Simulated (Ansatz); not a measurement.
The inner images of a band of ClH + H5NSi (9 atoms, charge 0, multiplicity 1) are given out of order.

Level of theory: Ansatz 0.2.0, RKS B3LYP/cc-pVDZ.

First end point:

```xyz
9
Properties=species:S:1:pos:R:3
Si -0.172 0.322 0.036
N 0.134 -0.187 1.726
H -0.714 -0.369 2.269
H 0.697 0.474 2.267
H 1.160 0.495 -0.608
H -0.942 1.605 -0.063
H -0.954 -0.773 -0.606
Cl 1.719 -2.848 1.952
H 1.030 -1.689 1.840
```

Last end point:

```xyz
9
Properties=species:S:1:pos:R:3
Si 0.476 -0.134 -0.517
N -0.260 -0.374 2.536
H -1.184 -0.592 2.918
H 0.130 0.338 3.160
H 0.779 0.008 -1.975
H 0.590 1.194 0.139
H -0.859 -0.768 -0.359
Cl 1.978 -1.430 0.212
H 0.307 -1.211 2.700
```

Task: Put them in order from the first end to the last, with their energies above the first end.
A.
```xyz
9
Properties=species:S:1:pos:R:3
Si 0.436 -0.147 -0.456
N -0.225 -0.418 2.462
H -1.126 -0.252 2.917
H 0.445 0.183 2.951
H 0.774 0.038 -1.903
H 0.362 1.192 0.184
H -0.821 -0.934 -0.355
Cl 2.068 -1.259 0.303
H 0.045 -1.373 2.711
```
B.
```xyz
9
Properties=species:S:1:pos:R:3
Si -0.117 0.230 0.096
N 0.094 -0.129 1.841
H -0.777 -0.259 2.361
H 0.656 0.556 2.352
H 1.253 0.360 -0.474
H -0.888 1.491 -0.140
H -0.852 -0.927 -0.487
Cl 1.640 -2.715 1.483
H 0.947 -1.577 1.781
```
C.
```xyz
9
Properties=species:S:1:pos:R:3
Si 0.205 -0.195 0.033
N 0.074 -0.273 2.094
H -0.884 -0.120 2.427
H 0.659 0.453 2.519
H 1.268 0.282 -0.904
H -0.514 1.142 0.246
H -0.890 -1.047 -0.509
Cl 1.610 -2.024 0.515
H 0.429 -1.189 2.393
```
D.
```xyz
9
Properties=species:S:1:pos:R:3
Si 0.356 -0.183 -0.247
N -0.116 -0.408 2.287
H -1.049 -0.211 2.654
H 0.513 0.287 2.696
H 0.892 0.105 -1.616
H 0.129 1.172 0.337
H -0.897 -0.977 -0.382
Cl 1.949 -1.440 0.431
H 0.182 -1.314 2.653
```
E.
```xyz
9
Properties=species:S:1:pos:R:3
Si 0.288 -0.202 -0.073
N -0.016 -0.345 2.177
H -0.969 -0.156 2.497
H 0.588 0.372 2.589
H 1.085 0.181 -1.285
H -0.209 1.172 0.321
H -0.907 -1.016 -0.435
Cl 1.800 -1.728 0.488
H 0.298 -1.249 2.535
```
F.
```xyz
9
Properties=species:S:1:pos:R:3
Si -0.033 0.092 0.091
N 0.118 -0.187 1.916
H -0.779 -0.246 2.408
H 0.686 0.519 2.393
H 1.332 0.277 -0.456
H -0.811 1.361 -0.026
H -0.809 -1.037 -0.474
Cl 1.515 -2.471 1.109
H 0.739 -1.278 1.852
```
G.
```xyz
9
Properties=species:S:1:pos:R:3
Si 0.087 -0.101 0.073
N 0.122 -0.208 2.009
H -0.808 -0.202 2.441
H 0.676 0.542 2.435
H 1.379 0.309 -0.525
H -0.716 1.192 0.106
H -0.842 -1.071 -0.552
Cl 1.442 -2.298 0.693
H 0.617 -1.133 2.132
```

Result: B (+0.03 eV), F (+0.27 eV), G (+0.38 eV), C (+0.37 eV), E (+0.19 eV), D (-0.15 eV), A (-0.29 eV).

Time of the run: 5.3 min on 1 thread of Arm Neoverse V1, on a shared host, peak memory 0.17 GiB.
